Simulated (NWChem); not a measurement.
Total energies of H2P

SMILES: [PH2]
```xyz
3

P      0.0000     0.0000     0.1196
H      1.0289     0.0000    -0.8970
H     -1.0289     0.0000    -0.8970
```
Charge 0, spin multiplicity 2.

The numbers come from NWChem runs, not from measurements. Structure: optimised with UPBE/def2-SVP, a minimum by its harmonic frequencies.

Basis set: cc-pVTZ (62 functions).

| method | total energy (Ha) | relative cost |
|---|---|---|
| UHF | -341.88595 | 1 |
| UMP2 | -342.02350 | under 3 |
| UB2PLYP | -342.39022 | under 3 |
| UPBE | -342.35185 | under 3 |
| UB3LYP | -342.54088 | under 3 |
| ULC-wPBE (omega 0.3 per bohr) | -342.38085 | under 3 |

Total energies of different functionals aren't comparable as a measure of quality: only differences taken within one method are. Costs are rough ratios of processor time within this set of runs, SCF included, with UHF as 1.

The correlated methods keep 5 core orbitals frozen. B3LYP has NWChem's definition, with VWN1-RPA local correlation. GW and range-separated runs recompute their integrals, the others keep them in memory, which bears on the times. The structure started from a generated list of species. The unpaired electrons of the parent sit in orbitals of symmetry b2 (C2v labels of the run); other states weren't searched. No SCF solution was tested for a lower state. Open-shell Hartree-Fock references start from PBE0 orbitals; any time given for them includes that run.
